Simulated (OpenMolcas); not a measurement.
## What C2H2F4 (norflurane) costs in OpenMolcas

C2H2F4: 8 atoms, total charge 0, spin state singlet. As SMILES, `FCC(F)(F)F`. The coordinates come from a PBE0-D4/def2-TZVP relaxation.

```tsv
atom	x (Å)	y (Å)	z (Å)
F	-0.2246	-1.5065	0.9152
C	-0.2112	-0.7378	-0.2117
C	0.2112	0.6743	0.1355
F	1.4344	0.7113	0.6624
F	0.2171	1.4118	-0.9821
F	-0.6246	1.2436	1.0029
H	0.5020	-1.1486	-0.9301
H	-1.2123	-0.7051	-0.6479
```

Program: OpenMolcas 26.06. Hardware: 1 thread of Arm Neoverse V1, shared host, so times are rough. Two-electron integrals are exact unless an approximation is named.

**Question.** Estimate their order by wall time, quickest first.
A. gradient of the triplet at USVWN/def2-TZVP (RICD fitting)
B. gradient at SVWN/def2-SVP
C. gradient of the triplet at USVWN/def2-SVPD

**Answer.** B (13 s), A (45 s), C (2.1 min).
